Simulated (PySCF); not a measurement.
## Shifts of the heteroatoms

Numbering as in the mapped SMILES `[CH2:1]=[O:2]`; H(Xn) means a hydrogen on atom n.

[PySCF 2.14.0 with density-fitted response routines: J: B3LYP/pcJ-2; geometry: PBE0-D3(BJ)/def2-TZVP; shielding tensors at B97-2/pcSseg-2 (GIAO); one averaged value for each set of equivalent atoms; in vacuum; no relativistic terms; a single conformation]

Question: What are the $^{17}$O shifts?

Answer: 
| atoms | environment | σ (ppm) | δ (ppm) |
| --- | --- | --- | --- |
| O2 | aldehyde oxygen | -418.1 | 669.9 |

Shieldings were converted by a linear fit to measured shifts: $^{17}$O (scatter 12.2 ppm rms vs liquid water, solution or neat liquid). A few per cent of atoms miss by over 2 rms, more outside the fitted compound classes. Couplings are scaled by factors fitted to measured values: $^{2}J$(H,H) × 0.91 (rms 0.8 Hz); all others are unscaled and can be 10–30 % off.

Couplings (the largest are listed; each averaged over equivalent pairs; quadrupolar broadening usually hides them): $^{1}J$(C1,O2) = 33.1 Hz, $^{2}J$(O2,H(C1)) = -3.2 Hz.

On a 300 MHz spectrometer $^{17}$O resonates near 40.7 MHz, so 1 ppm is 40.7 Hz.
